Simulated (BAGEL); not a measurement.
# SiH2O (oxosilane): levels of theory compared

Wanted: a comparison of 3 runs (NEVPT2(12,10)/6-31G*, CASPT2(12,10)/def2-TZVPP, NEVPT2(12,10)/def2-TZVPP) of SiH2O (oxosilane). 

The calculation is run with BAGEL 1.2.2.

4 further runs of the same task are left out: 4 set aside as unsound or not needed.

### 1 The molecule

SiH2O has 4 atoms, charge 0, and is taken as a singlet. As SMILES, `O=[SiH2]`. The Si2–H4 distance was set to 2.674 Å, away from the relaxed value. At this shape a bond of the SMILES string is far longer than usual.

Bond lengths: O1–Si2 1.516 Å, Si2–H3 1.485 Å. Angles: O1–Si2–H3 124.0°.

### 2 The energy at NEVPT2(12,10)/6-31G(d) (density fitting with cc-pvqz-jkfit, spherical functions) (run 1)

File calc.json:

```json
{ "bagel" : [

{
  "title" : "molecule",
  "basis" : "6-31gs.json",
  "df_basis" : "cc-pvqz-jkfit",
  "angstrom" : true,
  "geometry" : [
    { "atom" : "O", "xyz" : [   -0.168565,   -0.316790,    2.400022 ] },
    { "atom" : "Si", "xyz" : [    0.107935,   -0.720490,    0.965422 ] },
    { "atom" : "H", "xyz" : [    0.554535,   -2.076290,    0.554322 ] },
    { "atom" : "H", "xyz" : [   -0.150000,    0.922700,   -1.128300 ] }
  ]
},
{
  "title" : "hf"
},
{
  "title" : "nevpt2",
  "nstate" : 1,
  "nact" : 10,
  "nclosed" : 6,
  "maxiter" : 200,
  "natocc" : true,
  "ncore" : 6
},
{
  "title" : "print",
  "file" : "orbitals.molden",
  "orbitals" : true
}

]}
```

The basis set 6-31G* is read from a file made from the Basis Set Exchange's data (not shown).

Started as:

```sh
$ BAGEL_NUM_THREADS=1 BAGEL calc.json > calc.out
```

Standard output:

```text
* using 1 threads per process

  ===============================================================
  ===============================================================

  *** Geometry ***

  { "atom" : "O", "xyz" : [     -0.318542,     -0.598646,      4.535384 ] },
  { "atom" : "Si", "xyz" : [      0.203968,     -1.361529,      1.824383 ] },
  { "atom" : "H", "xyz" : [      1.047919,     -3.923619,      1.047517 ] },
  { "atom" : "H", "xyz" : [     -0.283459,      1.743650,     -2.132178 ] },

  Number of auxiliary basis functions:      356

  Since a DF basis is specified, we compute 2- and 3-index integrals:
    o Being stored without compression. Storage requirement is 0.004 GB

  Number of basis functions:       36
  Number of electrons      :       24

    * METHOD: MOLECULE                             0.10

  *** RHF ***

  === Nuclear Repulsion ===
    49.7390741175

      * DIIS with orbital gradients will be used.

  === RHF iteration (6-31gs.json) ===
      0       -364.48404653          0.04972761           0.01
      1       -364.38955796          0.06285030           0.03
      2       -364.76339266          0.00307896           0.02
[... 11 lines of this table left out ...]
     14       -364.76548540          0.00000001           0.01
    * SCF iteration converged.

    * Permanent dipole moment:
           (   -0.378478,     0.912635,     0.987985) a.u.

    * METHOD: HF                                   0.32

    * freezing 6 orbitals
  ---------------------------
      CASSCF calculation
  ---------------------------

    * nstate   :      1
    * nclosed  :      6
    * nact     :     10
    * nvirt    :     20
  === CASSCF iteration (6-31gs.json) ===

    * Using the second-order algorithm

      0  0      -364.84637988     1.30e-02      1.65

      1  0      -364.90782432     6.14e-03      1.81
[... 45 lines of this table left out ...]
     24  0      -364.94339127     7.52e-09      1.64

    * Second-order optimization converged. *

     guess   0:   closed 111111....           open ..........

  === FCI iteration ===

      0  0      -364.75737237     2.67e-03      0.06
      1  0      -364.91354710     1.27e-03      0.07
      2  0      -364.93811169     5.57e-04      0.07
[... 16 lines of this table left out ...]
     19  0      -364.94339127     1.66e-09      0.07
    ** throwing out 1 trial vectors **
     20  0      -364.94339127     7.87e-10      0.07
    ** throwing out 1 trial vectors **
     21  0      -364.94339127     3.65e-10      0.06
    ** throwing out 1 trial vectors **
     22  0      -364.94339127     1.69e-10      0.07
    ** throwing out 1 trial vectors **
     23  0 *    -364.94339127     7.94e-11      0.06

     * ci vector, state   0, <S^2> = 0.0000
       222222....     0.8960353674
       22222.2...    -0.3725395517
       2222.2.2..    -0.0988129313
       22.222..2.    -0.0521933481

  === DF-NEVPT2 calculation ===

    * 3-index integral transformation done
    * assembly done

      NEVPT2 correlation energy:   -0.1202143097      0.06

          (+0)      0.0000000000
          (+0)'     0.0000000000
          (+1)      0.0000000000
          (+1)'     0.0000000000
          (+2)      0.0000000000
          (-1)      0.0000000000
          (-1)'    -0.0554185426
          (-2)     -0.0647957671

      NEVPT2 total energy:       -365.0636055822

    * METHOD: NEVPT2                             185.31

    * METHOD: PRINT                                0.00

  ===============================================================
```

It took 3.1 min on 1 thread of Intel Xeon 6975P-C (Granite Rapids), shared host; peak memory 4.2 GiB.

### 3 A single-point energy at CASPT2(12,10)/def2-TZVPP (density fitting with cc-pvqz-jkfit) (run 2)

File calc.json:

```json
{ "bagel" : [

{
  "title" : "molecule",
  "basis" : "tzvpp",
  "df_basis" : "cc-pvqz-jkfit",
  "angstrom" : true,
  "geometry" : [
    { "atom" : "O", "xyz" : [      -0.168565,      -0.316790,       2.400022 ] },
    { "atom" : "Si", "xyz" : [       0.107935,      -0.720490,       0.965422 ] },
    { "atom" : "H", "xyz" : [       0.554535,      -2.076290,       0.554322 ] },
    { "atom" : "H", "xyz" : [      -0.150000,       0.922700,      -1.128300 ] }
  ]
},

{
  "title" : "hf"
},

{
  "title" : "casscf",
  "nstate" : 1,
  "nact" : 10,
  "nclosed" : 6,
  "maxiter" : 200,
  "natocc" : true
},

{
  "title" : "print",
  "file" : "orbitals.molden",
  "orbitals" : true
},

{
  "title" : "smith",
  "method" : "caspt2",
  "ms" : true,
  "xms" : true,
  "sssr" : true,
  "shift" : 0.0,
  "ncore" : 6
}

]}
```

Started as:

```sh
$ BAGEL_NUM_THREADS=1 BAGEL calc.json > calc.out
```

Standard output:

```text
* using 1 threads per process

  ===============================================================
  ===============================================================

  *** Geometry ***

  { "atom" : "O", "xyz" : [     -0.318542,     -0.598646,      4.535384 ] },
  { "atom" : "Si", "xyz" : [      0.203968,     -1.361529,      1.824383 ] },
  { "atom" : "H", "xyz" : [      1.047919,     -3.923619,      1.047517 ] },
  { "atom" : "H", "xyz" : [     -0.283459,      1.743650,     -2.132178 ] },

  Number of auxiliary basis functions:      356

  Since a DF basis is specified, we compute 2- and 3-index integrals:
    o Being stored without compression. Storage requirement is 0.029 GB

  Number of basis functions:      101
  Number of electrons      :       24

    * METHOD: MOLECULE                             0.15

  *** RHF ***

  === Nuclear Repulsion ===
    49.7390741175

      * DIIS with orbital gradients will be used.

[... 6 lines left out ...]
    * SCF iteration converged.
[... 1 line left out ...]
    * Permanent dipole moment:
[... 22 lines left out ...]
    * Second-order optimization converged. *
[... 17 lines left out ...]
     * ci vector, state   0, <S^2> = 0.0000
       222222....    -0.9010536447
       22222.2...     0.3638684535
       2222.2.2..     0.0952039927

    * METHOD: CASSCF                              65.75

    * METHOD: PRINT                                0.02

  === SMITH program ===

    * freezing 6 orbitals

    * Approximate memory requirement for SMITH calulation per MPI process:
      o Storage requirement for T-amplitude, lambda, and residual is 0.01 GB
      o Storage requirement for MO integrals is 0.01 GB
    * Calculating and saving rdm4f

    * Zeroth order energy : state  0       -7.5263119081

    * CASPT2 iteration is performed using redundant basis

      ---- iteration ----

        0    -0.21449897     0.00811220      0.61
        1    -0.21729087     0.00138351      0.66
        2    -0.21744298     0.00025885      0.63
        3    -0.21744737     0.00005372      0.71
        4    -0.21744760     0.00001064      0.70
        5    -0.21744760     0.00000232      0.67
        6    -0.21744761     0.00000048      0.70

      -------------------

    * CASPT2 energy : state  0     -365.2351182442
        reference weight              0.9417591292

    * METHOD: SMITH                               19.07

  ===============================================================
```

Run time: 86 s. Hardware: 1 thread of Intel Xeon 6975P-C (Granite Rapids), shared host; peak memory 5.1 GiB.

### 4 A single-point energy at NEVPT2(12,10)/def2-TZVPP (density fitting with cc-pvqz-jkfit) (run 3)

File calc.json:

```json
{ "bagel": [

{
  "title": "molecule",
  "basis": "tzvpp",
  "df_basis": "cc-pvqz-jkfit",
  "angstrom": true,
  "geometry": [
    { "atom": "O", "xyz": [   -0.168565,   -0.316790,    2.400022 ] },
    { "atom": "Si", "xyz": [    0.107935,   -0.720490,    0.965422 ] },
    { "atom": "H", "xyz": [    0.554535,   -2.076290,    0.554322 ] },
    { "atom": "H", "xyz": [   -0.150000,    0.922700,   -1.128300 ] }
  ]
},
{ "title": "hf" },
{ "title": "nevpt2", "nstate": 1, "nact": 10, "nclosed": 6, "maxiter": 200, "natocc": true, "ncore": 6 },
{ "title": "print", "file": "orbitals.molden", "orbitals": true }

]}
```

Started as:

```sh
$ BAGEL_NUM_THREADS=1 BAGEL calc.json > calc.out
```

Standard output:

```text
* using 1 threads per process

  ===============================================================
  ===============================================================

  *** Geometry ***

  { "atom" : "O", "xyz" : [     -0.318542,     -0.598646,      4.535384 ] },
  { "atom" : "Si", "xyz" : [      0.203968,     -1.361529,      1.824383 ] },
  { "atom" : "H", "xyz" : [      1.047919,     -3.923619,      1.047517 ] },
  { "atom" : "H", "xyz" : [     -0.283459,      1.743650,     -2.132178 ] },

  Number of auxiliary basis functions:      356

  Since a DF basis is specified, we compute 2- and 3-index integrals:
    o Being stored without compression. Storage requirement is 0.029 GB

  Number of basis functions:      101
  Number of electrons      :       24

    * METHOD: MOLECULE                             0.19

  *** RHF ***

  === Nuclear Repulsion ===
    49.7390741175

      * DIIS with orbital gradients will be used.

  === RHF iteration (tzvpp) ===
      0       -364.51320482          0.02962108           0.04
      1       -364.28692112          0.04080408           0.05
      2       -364.83801505          0.00220389           0.05
[... 11 lines of this table left out ...]
     14       -364.84183098          0.00000001           0.04
    * SCF iteration converged.

    * Permanent dipole moment:
           (   -0.395690,     0.961596,     1.012760) a.u.

    * METHOD: HF                                   0.84

    * freezing 6 orbitals
  ---------------------------
      CASSCF calculation
  ---------------------------

    * nstate   :      1
    * nclosed  :      6
    * nact     :     10
    * nvirt    :     85
  === CASSCF iteration (tzvpp) ===

    * Using the second-order algorithm

      0  0      -364.90385645     5.99e-03      1.76

      1  0      -364.97064507     3.91e-03      2.37
[... 57 lines of this table left out ...]
     30  0      -365.01767064     8.38e-09      1.95

    * Second-order optimization converged. *

     guess   0:   closed 111111....           open ..........

  === FCI iteration ===

      0  0      -364.83359991     2.70e-03      0.06
      1  0      -364.99001206     1.24e-03      0.06
      2  0      -365.01348956     5.03e-04      0.06
[... 16 lines of this table left out ...]
     19  0      -365.01767064     6.44e-10      0.07
    ** throwing out 1 trial vectors **
     20  0      -365.01767064     2.96e-10      0.06
    ** throwing out 1 trial vectors **
     21  0      -365.01767064     1.16e-10      0.07
    ** throwing out 1 trial vectors **
     22  0 *    -365.01767064     4.37e-11      0.07

     * ci vector, state   0, <S^2> = 0.0000
       222222....    -0.9010536447
       22222.2...     0.3638684535
       2222.2.2..     0.0952039927

  === DF-NEVPT2 calculation ===

    * 3-index integral transformation done
    * assembly done

      NEVPT2 correlation energy:   -0.1933266750      0.32

          (+0)      0.0000000000
          (+0)'     0.0000000000
          (+1)      0.0000000000
          (+1)'     0.0000000000
          (+2)      0.0000000000
          (-1)      0.0000000000
          (-1)'    -0.0675128609
          (-2)     -0.1258138141

      NEVPT2 total energy:       -365.2109973139

    * METHOD: NEVPT2                             215.71

    * METHOD: PRINT                                0.02

  ===============================================================
```

Wall time 3.6 min (1 thread of Intel Xeon 6975P-C (Granite Rapids), shared host); peak memory 4.3 GiB.

### 5 All runs side by side

```
run                                                                           level  target root  multistate  energy (Eh)  wall time
  1  NEVPT2(12,10)/6-31G* (density fitting with cc-pvqz-jkfit, spherical functions)            0           –  -365.063606    3.1 min
  2                   CASPT2(12,10)/def2-TZVPP (density fitting with cc-pvqz-jkfit)            –         XMS  -365.235118       86 s
  3                   NEVPT2(12,10)/def2-TZVPP (density fitting with cc-pvqz-jkfit)            0           –  -365.210997    3.6 min
```

### 6 Summary of results

| quantity | value |
| --- | --- |
| run 3: total energy | -365.21100 Eh |

All runs together took 8.2 min, the longest 3.6 min.
